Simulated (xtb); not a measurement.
**GFN1-xTB (hydrogen mass 1 u, md dump 20 fs, md temperature 300 K, md time 0.2 ps) run of BSiNH5 (SMILES B[N][SiH3])**

Aim: a short trajectory of BSiNH5. 

The results are computed with xtb 6.7.1.

5 further runs of the same task are left out: 1 that didn't finish, 4 set aside as unsound or not needed.

## Step 1: The molecule

BSiNH5 has 8 atoms, charge 0, and is taken as a doublet. SMILES: `B[N][SiH3]`. The shape was relaxed beforehand at GFN1-xTB. The run starts from this shape.

Bond lengths: B1–N2 1.348 Å, N2–Si3 1.694 Å, B1–H4 1.194 Å, B1–H5 1.194 Å, Si3–H6 1.448 Å, Si3–H7 1.448 Å, Si3–H8 1.449 Å. Angles: B1–N2–Si3 179.6°, N2–B1–H4 122.6°, N2–B1–H5 122.3°, N2–Si3–H6 109.2°, N2–Si3–H7 109.1°, N2–Si3–H8 105.6°, H4–B1–H5 115.1°, H6–Si3–H7 111.4°, H6–Si3–H8 110.7°, H7–Si3–H8 110.7°.

## Step 2: Molecular dynamics at GFN1-xTB (hydrogen mass 1 u, md dump 20 fs, md temperature 300 K, md time 0.2 ps)

The input, xcontrol:

```
$md
   temp=300
   time=0.2
   step=1
   dump=20
   hmass=1
   shake=0
   nvt=false
$end
```

The input, geom.xyz:

```xyz
8

B     -0.50200     0.64722    -1.48595
N     -0.08995     0.13832    -0.30808
Si     0.42388    -0.51202     1.16971
H     -1.05770    -0.01147    -2.31168
H     -0.33665     1.79267    -1.77890
H     -0.25463     0.17047     2.25144
H      1.86092    -0.37099     1.27643
H      0.04824    -1.91141     1.13144
```

Launch:

```sh
$ xtb geom.xyz --input xcontrol --gfn 1 -u 1 --md > geom.out 2> xtb.err
```

What values should one expect? Wanted: potential energy of the last frame.

**Answer.** As computed:

At GFN1-xTB (hydrogen mass 1 u, md dump 20 fs, md temperature 300 K, md time 0.2 ps):

```
                          quantity        value
potential energy of the last frame  -9.09920 Eh
```
